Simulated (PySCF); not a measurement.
Reproducing measurements on 2(5H)-furanone

**What was measured.**

NIST CCCBDB Release 22 (SRD 101), experimental dipoles lists, for the gas: dipole moment 4.905 D.

The results are set against them at the end.

Species: 2(5H)-furanone, C4H4O2.
Atom-mapped SMILES: `[O:1]=[C:2]1[CH:3]=[CH:4][CH2:5][O:6]1` (hydrogens: H7 on C3; H8 on C4; H9, H10 on C5)

Structure used (PBE0-D3(BJ)/def2-SVP), in Å, numbered top down from 1:
```
atom  x, y, z in Å
O1     2.4106   -0.6568    0.6046
C2     1.2842   -0.3777    0.3226
C3     0.6579    0.9485    0.0987
C4    -0.6317    0.7611   -0.1913
C5    -0.9148   -0.7051   -0.1744
O6     0.3098   -1.3181    0.1480
H7     1.2156    1.8800    0.1773
H8    -1.3852    1.5192   -0.4113
H9    -1.2703   -1.0745   -1.1528
H10   -1.6762   -0.9766    0.5786
```

Runs made with PySCF (gas phase, on this PBE0-D3(BJ)/def2-SVP geometry; no spin–orbit coupling):

| level | job | basis functions | wall time |
| --- | --- | --- | --- |
| PBE0-D3(BJ)/def2-SVP, grid level 1 | geometry optimisation from an MMFF94s start | 104 | 14 s |
| PBE0/pcSseg-1 | shieldings, ring-centre shieldings, charges and field gradients | 122 | 4.3 s |
| wB97X-D/pcSseg-2 | shieldings, ring-centre shieldings | 272 | 18 s |
| B3LYP/pcJ-1 | spin–spin couplings from 8 perturbed nuclei, spin–dipole term left out | 202 | 7.0 s |

Hardware: x86-64 server, one thread, no GPU (shared host).

## Comparison

**Dipole moment.** Measured: 4.905 D (NIST CCCBDB Release 22 (SRD 101), experimental dipoles).

```tsv
level	computed (D)	computed − measured (D)	% (from the printed values)
PBE0-D3(BJ)/def2-SVP	4.850	-0.055	-1
PBE0/pcSseg-1	5.061	+0.156	+3
wB97X-D/pcSseg-2	5.122	+0.217	+4
B3LYP/pcJ-1	5.058	+0.153	+3
```

Closest is PBE0-D3(BJ)/def2-SVP (-0.055 D), furthest wB97X-D/pcSseg-2 (+0.217 D); one molecule doesn't rank methods. The computed dipoles belong to one fixed geometry; measured ones are averaged over vibrations unless marked μe. Magnitudes are compared, not signs.

No measured geometry was used, and the causes of the misses weren't examined.
